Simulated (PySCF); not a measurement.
Isomers of C2H2N2O and their computed core-level spectra.

Method: delta-SCF UKS SCAN, pcX-2 on the ionised atom, pcseg-1 elsewhere, spin-free X2C (PySCF). Geometries: PBE0-D3(BJ)/def2-SVP; isolated species, one conformer each.

Line lists (1s up to Mg, 2p3/2 beyond; areas count atoms within a level, one atom standing for each set equivalent by bonding):
1. C 1s: 293.77 eV; N 1s: 406.28 eV; O 1s: 541.53 eV
2. C 1s: 293.06 (area 1), 295.89 (area 1) eV; N 1s: 406.15 (area 1), 407.33 (area 1) eV; O 1s: 538.33 eV
3. C 1s: 293.11 (area 1), 294.04 (area 1) eV; N 1s: 406.06 (area 1), 406.98 (area 1) eV; O 1s: 541.40 eV

Structures:
A. `c1nnco1`
B. `c1ncon1`
C. `C(#N)C(N)=O`

Question: Match each list to its structure.

Answer: 
- 1 = A: no other candidate has these counts of sites. C 1s: 293.77 aromatic CH next to a ring nitrogen (×2); N 1s: 406.28 pyridine-type nitrogen (×2); O 1s: 541.53 furan-type oxygen.
- 2 = C: another candidate has the same counts of sites, so positions decide. C 1s: 293.06 nitrile carbon, 295.89 amide carbonyl carbon; N 1s: 406.15 nitrile nitrogen, 407.33 amide nitrogen; O 1s: 538.33 amide oxygen.
- 3 = B: another candidate has the same counts of sites, so positions decide. C 1s: 293.11 aromatic CH next to a ring nitrogen, 294.04 aromatic CH next to a ring nitrogen; N 1s: 406.06 pyridine-type nitrogen, 406.98 pyridine-type nitrogen; O 1s: 541.40 ring oxygen.
